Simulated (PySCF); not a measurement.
**Scan of SiH$_{4}$⁺, doublet**

All five atoms lie in one plane.

Starting geometry (PBE0/def2-TZVP stationary point for this spin, not checked as a minimum):

```xyz
5

Si    0.0000    0.0000    0.0000
H    -0.0112    1.0909    1.0838
H    -0.0168   -1.0838    1.0907
H     0.0168    1.0838   -1.0907
H     0.0112   -1.0909   -1.0838
```

From there all distances are scaled together; atoms are numbered as listed. Energies are in kJ/mol, counted from the starting geometry at the same level.

Basis 6-31G; PySCF 2.14.0. Only valence electrons are correlated (noble-gas cores frozen). Prefix R: restricted or restricted open-shell reference.

Full CI is exact within this basis and frozen core; it isn't the basis-set limit.

```
scale of all distances  RCCSD
                 0.876  184.6
                 1.000    0.0
                 1.100   20.8
                 1.296  218.9
                 1.470  416.9
                 1.752  658.3
                 2.432  605.4
```

Question: Estimate the full CI curve in 6-31G from this one, knowing how RCCSD errs.

Answer: The computed full CI values, in kJ/mol from the starting point, and the error of RCCSD against them:
```json
{"scale of all distances": "0.876", "full CI": "186.2", "RCCSD less full CI": "-1.6"}
{"scale of all distances": "1.000", "full CI": "0.0", "RCCSD less full CI": "0.0"}
{"scale of all distances": "1.100", "full CI": "18.3", "RCCSD less full CI": "2.5"}
{"scale of all distances": "1.296", "full CI": "204.7", "RCCSD less full CI": "14.2"}
{"scale of all distances": "1.470", "full CI": "375.7", "RCCSD less full CI": "41.2"}
{"scale of all distances": "1.752", "full CI": "526.6", "RCCSD less full CI": "131.7"}
{"scale of all distances": "2.432", "full CI": "606.1", "RCCSD less full CI": "-0.6"}
```

Full CI's occupations show more than one leading determinant at 1.470, 1.752, 2.432.

The error spans 133.3 kJ/mol and is largest, 131.7 kJ/mol, at 1.752.
